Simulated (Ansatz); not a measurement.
# C₃H₁₀N₂: a ladder of functionals and wavefunction methods

One table from this session's results is given with a row withheld; the runs are named, their logs left out.

Method: functionals in def2-TZVPP, the program's frozen cores in correlated methods; program: Ansatz 0.2.0, Gaussian basis.

Levels to be run: PBE-D4, r2SCAN-D4, PBE0-D4, B3LYP-D4, ωB97X-V, ωB97M-V, B2PLYP; CCSD(T)/def2-TZVPP; MP2/def2-QZVPP; extrapolation to the limit.

### Structure used throughout

All runs share one geometry, relaxed beforehand with PBE0-D4 in a triple-zeta def2 set.

SMILES `CCNCN`, 15 atoms, charge 0, spin multiplicity 1.

Atoms are counted from 1 here; the program's logs count them from 0.

Bond lengths: C1–C2 1.524 Å, C1–H6 1.093 Å, C1–H7 1.094 Å, C1–H8 1.093 Å, C2–N3 1.447 Å, C2–H9 1.096 Å, C2–H10 1.094 Å, N3–C4 1.440 Å, N3–H11 1.014 Å, C4–N5 1.445 Å, C4–H12 1.103 Å, C4–H13 1.103 Å, N5–H14 1.013 Å, N5–H15 1.011 Å. Angles: C2–C1–H6 111.8°, C2–C1–H7 110.9°, C2–C1–H8 110.8°, H6–C1–H7 107.9°, H6–C1–H8 107.6°, H7–C1–H8 107.8°, C1–C2–N3 116.3°, C1–C2–H9 109.4°, C1–C2–H10 109.3°, N3–C2–H9 107.6°, N3–C2–H10 107.6°, H9–C2–H10 106.1°, C2–N3–C4 115.6°, C2–N3–H11 111.5°, C4–N3–H11 109.1°, N3–C4–N5 107.9°, N3–C4–H12 106.7°, N3–C4–H13 114.3° and more.

Geometry (Å):

```xyz
15
C3H10N2
C    -1.8898   -0.3065   -0.5199
C    -0.6354   -1.1361   -0.2712
N     0.3808   -0.5281    0.5611
C     0.9812    0.6713    0.0357
N     2.0337    1.0748    0.9402
H    -1.6650    0.6204   -1.0528
H    -2.3752   -0.0415    0.4240
H    -2.6116   -0.8659   -1.1210
H    -0.1704   -1.3910   -1.2306
H    -0.9158   -2.0872    0.1918
H     0.0334   -0.3427    1.4950
H     1.3191    0.4339   -0.9875
H     0.2879    1.5248   -0.0518
H     2.7602    0.3698    0.9616
H     2.4451    1.9534    0.6547
```

Set-up of the first run:

File in.yaml:

```yaml
crystal:
  periodic: [false, false, false]
  atoms:
    - {symbol: C, position_ang: [-1.889768, -0.306474, -0.519920]}
    - {symbol: C, position_ang: [-0.635359, -1.136142, -0.271161]}
    - {symbol: N, position_ang: [0.380838, -0.528111, 0.561107]}
    - {symbol: C, position_ang: [0.981191, 0.671292, 0.035734]}
    - {symbol: N, position_ang: [2.033673, 1.074815, 0.940178]}
    - {symbol: H, position_ang: [-1.664953, 0.620399, -1.052779]}
    - {symbol: H, position_ang: [-2.375178, -0.041490, 0.424005]}
    - {symbol: H, position_ang: [-2.611610, -0.865916, -1.121004]}
    - {symbol: H, position_ang: [-0.170403, -1.390970, -1.230563]}
    - {symbol: H, position_ang: [-0.915769, -2.087224, 0.191805]}
    - {symbol: H, position_ang: [0.033356, -0.342748, 1.494979]}
    - {symbol: H, position_ang: [1.319103, 0.433863, -0.987502]}
    - {symbol: H, position_ang: [0.287882, 1.524753, -0.051797]}
    - {symbol: H, position_ang: [2.760232, 0.369802, 0.961578]}
    - {symbol: H, position_ang: [2.445067, 1.953450, 0.654741]}
basis:
  gaussian: {orbitals: def2-TZVPP}
hamiltonian: {xc: pbe, dispersion: d4}
output: {forces: true, orbitals: {seedname: orbitals}}
```

Command:

```console
$ ansatz run in.yaml --threads 4 --pin off --events-out ev --progress --plain --max-ram 10444MiB
```

Steps of the session up to this table: PBE-D4 (GGA); r2SCAN-D4 (meta-GGA); PBE0-D4 (hybrid); B3LYP-D4 (hybrid); ωB97X-V (range-separated); ωB97M-V (range-separated); B2PLYP (double hybrid); CCSD(T) in def2-TZVPP; MP2 in def2-QZVPP.

One table of the session follows, with a row left open; its other results are not shown here.

It belongs to the step «Atomisation energies». 

| method | atoms, summed (eV) | atomisation energy (kcal/mol) |
| --- | --- | --- |
| PBE-D4 | -6189.185 | 1365.8 |
| r2SCAN-D4 | -6194.946 | 1332.0 |
| PBE0-D4 | -6190.975 | 1342.6 |
| B3LYP-D4 | -6198.969 | 1341.5 |
| ωB97X-V | -6196.503 | 1340.4 |
| ωB97M-V | ? | ? |
| B2PLYP | -6193.470 | 1323.8 |
| HF/def2-TZVPP | -6173.747 | 953.1 |
| MP2/def2-TZVPP | -6184.307 | 1311.0 |
| CCSD/def2-TZVPP | -6186.848 | 1282.6 |
| CCSD(T)/def2-TZVPP | -6187.136 | 1300.3 |
| MP2/CBS | -6186.154 | 1346.0 |
| CCSD(T)/CBS | -6188.984 | 1335.3 |

Estimate the missing values for ωB97M-V.

As computed: atoms, summed (eV): -6195.094; atomisation energy (kcal/mol): 1341.2. In the column «atoms, summed (eV)» it lies between ωB97X-V (-6196.503) and r2SCAN-D4 (-6194.946).
